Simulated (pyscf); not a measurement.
Structures and frequencies: ωB97X-D3(BJ)/def2-SVP in PySCF.

### Question
For H₃C–In=S + hydrogen (H₂) → H₃C–InH–SH, an addition across a multiple bond or ene-type step (singlet surface; H–H broken, H–In, H–S formed), PBE/def2-TZVP gives ΔE‡ = 26.4 kcal/mol and ΔE = -13.4 kcal/mol (zero: the separated reactants). In which direction and how far do B3LYP-D3(BJ)/def2-TZVP, M06-2X/def2-TZVP, ωB97M-D3(BJ)/def2-TZVP move these?

### Answer
B3LYP-D3(BJ): ΔE‡ = 31.1 kcal/mol, ΔE = -14.8 kcal/mol; M06-2X: ΔE‡ = 31.2 kcal/mol, ΔE = -16.2 kcal/mol; ωB97M-D3(BJ): ΔE‡ = 31.0 kcal/mol, ΔE = -19.3 kcal/mol. PBE's barrier lies under all of them, by 4.7 to 4.8 kcal/mol. Its reaction energy lies over all of them, by 1.4 to 5.9 kcal/mol. Low barriers are usual for a GGA, whose delocalisation error favours stretched bonds. At the saddle there is also a short H–In contact that neither side keeps. One saddle was located; it need not be the lowest between these sides. Elements past Kr carry the def2 core potentials, without spin-orbit coupling.
